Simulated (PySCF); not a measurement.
# Highest orbital energy against ionisation energy along group 13

Calculated with PySCF 2.14, no spin-orbit coupling. Each cell gives −ε(HOMO) / ΔSCF in eV; NIST values include spin-orbit coupling, (s) semi-empirical, (t) theoretical.

```tsv
species	UHF	LDA	PBE	PBE0	r2SCAN	NIST (lowest levels)
B (aug-cc-pVQZ-DK, spin-free X2C)	8.671 / 8.039	4.109 / 8.642	4.170 / 8.671	5.372 / 8.645	4.584 / 8.768	8.298
Al (aug-cc-pVQZ-DK, spin-free X2C)	5.932 / 5.598	3.003 / 6.020	3.084 / 6.067	3.899 / 6.087	3.340 / 6.171	5.986
Ga (aug-cc-pVQZ-DK, spin-free X2C)	5.827 / 5.535	2.930 / 6.037	2.936 / 5.958	3.762 / 5.980	3.184 / 6.106	5.999
In (aug-cc-pVQZ-DK3, spin-free X2C)	5.486 / 5.218	2.864 / 5.726	2.833 / 5.599	3.601 / 5.628	3.061 / 5.723	5.786
```

How far is −ε(HOMO) from ΔSCF on average for each method, and why?

UHF 0.38 eV; LDA -3.38 eV; PBE -3.32 eV; PBE0 -2.43 eV; r2SCAN -3.15 eV. Hartree-Fock orbital energies lack relaxation and so exceed the ΔSCF value; semilocal functionals have convex E(N) from self-interaction, so their HOMO lies far too high; exact exchange moves hybrids part of the way back.
